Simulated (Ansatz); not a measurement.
**What a trial cell of Cs2Ru relaxes into**

Level of theory: DFT PBE, scalar-relativistic, plane waves, PAW (Ansatz 0.2.0). Cutoff 420 eV, Γ-centred k mesh, Gaussian smearing, no spin polarisation in the final step.

The start puts Cs2Ru on the cubic Laves (C15) structure type (Fd-3m, No. 227), with Ru in place of Mg, Cs in place of Cu, at a guessed volume.

```yaml
crystal:
  lattice:
    - [0.00000, 4.71453, 4.71453]
    - [4.71453, 0.00000, 4.71453]
    - [4.71453, 4.71453, 0.00000]
  atoms:
    - { symbol: Cs, position: [0.62500, 0.62500, 0.62500] }
    - { symbol: Cs, position: [0.12500, 0.62500, 0.62500] }
    - { symbol: Cs, position: [0.62500, 0.62500, 0.12500] }
    - { symbol: Cs, position: [0.62500, 0.12500, 0.62500] }
    - { symbol: Ru, position: [0.00000, 0.00000, 0.00000] }
    - { symbol: Ru, position: [0.25000, 0.25000, 0.25000] }
```

Cell and atoms relax at zero pressure; the relaxation can't lower the symmetry of the start.

Formation energies are uncorrected and refer to the elements' standard structures at the same level.

Problem. Describe the relaxed structure.

Solution. It keeps Fd-3m (No. 227). The result has the cubic Laves (C15) structure. Conventional cell: a = 9.851 Å. Cs has 6 Cs at 3.48 Å and 6 Ru at 4.08 Å; around Ru lie 12 Cs at 4.08 Å and 4 Ru at 4.27 Å.

```cif
data_structure
_symmetry_space_group_name_H-M 'Fd-3m:1'
_symmetry_Int_Tables_number 227
_cell_length_a 9.8505
_cell_length_b 9.8505
_cell_length_c 9.8505
_cell_angle_alpha 90.000
_cell_angle_beta 90.000
_cell_angle_gamma 90.000
_cell_volume 955.82
loop_
_atom_site_label
_atom_site_type_symbol
_atom_site_symmetry_multiplicity
_atom_site_Wyckoff_symbol
_atom_site_fract_x
_atom_site_fract_y
_atom_site_fract_z
_atom_site_occupancy
Cs1 Cs 16 d 0.12500 0.62500 0.12500 1
Ru1 Ru 8 a 0.50000 0.00000 0.50000 1
```

Problem. What are its volume, energy, density and gap?

Solution. The volume per atom is 39.83 Å³ and the density is 5.10 g/cm³. The energy over the elements is 2.00 eV/atom and the gap on the 8×8×8 mesh is 0 eV (a metal).

The final run used a 8×8×8 mesh on its 6-atom cell and 0.10 eV smearing. The k mesh leaves about 4 meV/atom of noise in metals. A structure relaxed within its symmetry needn't be a true minimum. The steps took roughly 70 core-seconds in all.

Cost: 3 runs of about 1.2 core-minutes in all, on Intel Xeon 6975P-C (Granite Rapids) (shared hosts).